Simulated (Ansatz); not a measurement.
**H₂Cl (doublet): wave-function methods side by side at distance H1–H2 along a hydrogen transfer = 0.790 Å, cc-pVDZ**

Aim: climb from Hartree-Fock through coupled cluster and multireference methods for H₂Cl (doublet) at one geometry and basis, and see what each rung misses.

Computed with Ansatz 0.2.0, Gaussian basis. Level: cc-pVDZ, core rule «outside noble gas», up to 5 orbitals frozen.

To be run: UHF; CCSD(T) on ROHF; CCSD(T) on UHF; BCCD(T) on ROHF; CISD; CCSDT(Q) on ROHF; CCSDT(Q) on UHF; CCSDTQ on ROHF; CCSDTQ on UHF; CASSCF and MRCISD+Q, 3 electrons in 3 orbitals; CASSCF and NEVPT2, 3 electrons in 3 orbitals; CASSCF and MRCISD+Q, 9 electrons in 6 orbitals; CASSCF and NEVPT2, 9 electrons in 6 orbitals.

### 1 The geometry

The geometry derives from fragments relaxed apart (PBE0/def2-TZVP) and kept rigid, so it is no stationary point. A hydrogen atom is moved between rigid fragments.

3 atoms, charge 0, spin multiplicity 2.

Atoms are counted from 1 here; the program's logs count them from 0.

Bond lengths: H1–H2 0.790 Å, H2–Cl3 1.621 Å. Angles: H1–H2–Cl3 180.0°.

### 2 UHF

File in.yaml:

```yaml
crystal:
  periodic: [false, false, false]
  atoms:
    - {symbol: H, position_ang: [0.000000, 0.000000, -1.067000]}
    - {symbol: H, position_ang: [0.000000, 0.000000, -0.277000]}
    - {symbol: Cl, position_ang: [0.000000, 0.000000, 1.344000]}
basis:
  gaussian: {orbitals: cc-pVDZ}
magnetization: {spin_polarized: true, initial_magnetization: 1}
hamiltonian: {xc: hf}
output: {orbitals: {seedname: orbitals}}
```

Started as:

```sh
ansatz run in.yaml --threads 1 --pin off --events-out ev --progress --plain --max-ram 5632MiB --backend cpu
```

The runs that follow: CCSD(T) on ROHF; CCSD(T) on UHF; BCCD(T) on ROHF; CISD; CCSDT(Q) on ROHF; CCSDT(Q) on UHF; CCSDTQ on ROHF; CCSDTQ on UHF; CASSCF and MRCISD+Q, 3 electrons in 3 orbitals; CASSCF and NEVPT2, 3 electrons in 3 orbitals; CASSCF and MRCISD+Q, 9 electrons in 6 orbitals; CASSCF and NEVPT2, 9 electrons in 6 orbitals.

**Question.** What will the summary of the whole plan be? Wanted: UCCSDTQ below the RHF energy; RMP2 from UCCSDTQ; UMP2 from UCCSDTQ; RCCSD from UCCSDTQ; RCCSD(T) from UCCSDTQ; UCCSD(T) from UCCSDTQ; RCCSDT(Q) from UCCSDTQ; UCCSDT(Q) from UCCSDTQ; NEVPT2 pair from UCCSDTQ.

As calculated:

| quantity | value |
| --- | --- |
| UCCSDTQ below the RHF energy | -4.9766 eV |
| RMP2 from UCCSDTQ | +69.0 kJ/mol |
| UMP2 from UCCSDTQ | +70.2 kJ/mol |
| RCCSD from UCCSDTQ | +7.8 kJ/mol |
| RCCSD(T) from UCCSDTQ | +1.5 kJ/mol |
| UCCSD(T) from UCCSDTQ | +1.5 kJ/mol |
| RCCSDT(Q) from UCCSDTQ | +0.1 kJ/mol |
| UCCSDT(Q) from UCCSDTQ | 0.0 kJ/mol |
| NEVPT2 pair from UCCSDTQ | +60.4 kJ/mol |
| MRCISD+Q pair from UCCSDTQ | -0.2 kJ/mol |
| NEVPT2 valence from UCCSDTQ | +97.0 kJ/mol |
| levels within 1 kcal/mol (43 meV) | RCCSD(T), UCCSD(T), BCCD(T), RCCSDT, UCCSDT, RCCSDT(Q), UCCSDT(Q), RCCSDTQ, MRCISD+Q pair, MRCISD+Q valence |
| T1 diagnostic | 0.023 |
| effectively unpaired electrons | 1.01 |

**Reading.** RCCSD(T) lands +1.5 kJ/mol from the yardstick (0.3 % of the correlation energy). One determinant dominates. Of the multireference levels listed MRCISD+Q valence comes nearest in total energy (-0.1 kJ/mol), which doesn't show that its space is the better one. These misses are within one basis, not against nature; the frozen cores of restricted and unrestricted runs differ, which can shift their rows.
